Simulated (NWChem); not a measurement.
silicon monoxide (SiO, singlet); SMILES O=[Si]

```xyz
2

Si     0.0000     0.0000     0.5487
O      0.0000     0.0000    -0.9601
```
Atoms are numbered in this order, from 1.

Program: NWChem. Pople sets run with spherical d functions. Low-valent species are run as closed-shell singlets; no triplet was tried in these runs. Coordinates come from a PBE0-D3(BJ)/def2-TZVP optimisation. Level: M06-2X/6-31G* with SMD (1 M gas to 1 M solution), gas-phase geometry. Reactions with the solvent are ignored.

Q: Estimate the computed values for solvent n-hexane. Quantities: solvation free energy (kcal/mol); cavity-dispersion-structure term (kcal/mol); dipole in solution (D).

A: 
- solvation free energy (kcal/mol): -3.0
- cavity-dispersion-structure term (kcal/mol): -1.4
- dipole in solution (D): 3.08
